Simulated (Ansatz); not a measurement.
A trace of molecular dynamics of CH$_{7}$ClSi (10 atoms, charge 0, multiplicity 1).

All numbers below come from RKS PBE-D4/6-31G* (Ansatz 0.2.0).

```
ensemble                      : NVE (velocity Verlet)
starting velocities drawn for : 300 K
seed                          : 2318
```

| time (fs) | T (K) | potential energy less start (eV) | conserved less start (meV/atom) |
| --- | --- | --- | --- |
| 0 | 300 | 0.000 | 0.00 |
| 4 | 128 | 0.180 | 0.16 |
| 8 | 156 | 0.150 | 0.13 |
| 12 | 304 | -0.003 | 0.11 |
| 16 | 545 | -0.252 | 0.12 |
| 20 | 835 | -0.551 | 0.18 |
| 24 | 1172 | -0.900 | 0.17 |
| 28 | 1374 | -1.110 | 0.12 |
| 32 | 1607 | -1.350 | 0.14 |
| 36 | 1833 | -1.584 | 0.16 |
| 40 | 2008 | -1.765 | 0.09 |
| 44 | 2079 | -1.839 | 0.06 |
| 48 | 1990 | -1.747 | 0.05 |
| 52 | 1912 | -1.666 | 0.10 |
| 56 | 1947 | -1.703 | 0.00 |
| 60 | 2128 | -1.891 | 0.00 |
| 64 | 2264 | -2.031 | -0.01 |
| 68 | 2306 | -2.075 | -0.05 |
| 72 | 2073 | -1.834 | -0.04 |
| 76 | 1747 | -1.497 | -0.06 |
| 80 | 1320 | -1.054 | 0.06 |
| 84 | 1116 | -0.844 | -0.04 |
| 88 | 954 | -0.675 | 0.11 |
| 92 | 1068 | -0.794 | 0.02 |
| 96 | 1202 | -0.932 | 0.11 |
| 100 | 1409 | -1.145 | 0.09 |

Problem. Is this trajectory sound?

Solution. The conserved energy stayed within 0.21 meV per atom of its start (net change 0.092 meV per atom), so the integration is sound. The kinetic energy rose, since the run started high on the potential surface and went downhill. It ends in pieces (CH5ClSi + H2), so much of that is their flight and rotation, not heat. A run of 0.1 ps of so small a system gives no equilibrium averages. The orbitals stay closed-shell, which can raise the energy where a bond breaks towards radicals; this wasn't checked here. The time step was 0.5 fs.

Run time: 6.9 min on 1 thread of Arm Neoverse V1 (shared host), peak memory 0.1 GiB.
